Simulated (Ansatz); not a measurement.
## Dissociation curves of CClF2 (chlorodifluoromethyl radical)

CClF2: 4 atoms, total charge 0, spin state doublet. SMILES: `F[C](F)Cl`. The shape is that of a PBE0-D4/def2-TZVP optimisation.

```xyz
4

F     0.0262    0.1693    1.2946
C    -0.2306   -0.1902    0.0564
F     0.5730   -1.1607   -0.3186
Cl   -0.3130    1.1212   -1.0527
```

The C2–Cl4 distance is scanned; the parts on either side stay rigid. Basis STO-3G, 8 core orbitals frozen in the correlated methods; program Ansatz 0.2.0. FCI is exact within this basis and core. Energies in eV from each method's value at 1.719 Å; open shells run as named. The shape above is that at 1.719 Å.

At 4.30 Å, estimate the order of these methods by their error in the energy rise against FCI, smallest first.
A. UMP2
B. UCCSD(T)
C. UCCSD

B (0.01 eV), C (0.13 eV), A (0.23 eV).

```csv
distance (Å),UMP2,UCCSD,UCCSD(T),FCI
1.719,0.00,0.00,0.00,0.00
2.149,0.41,0.25,0.17,0.16
2.579,1.48,1.35,1.22,1.20
3.439,1.79,1.69,1.58,1.56
4.299,1.82,1.71,1.60,1.59
```
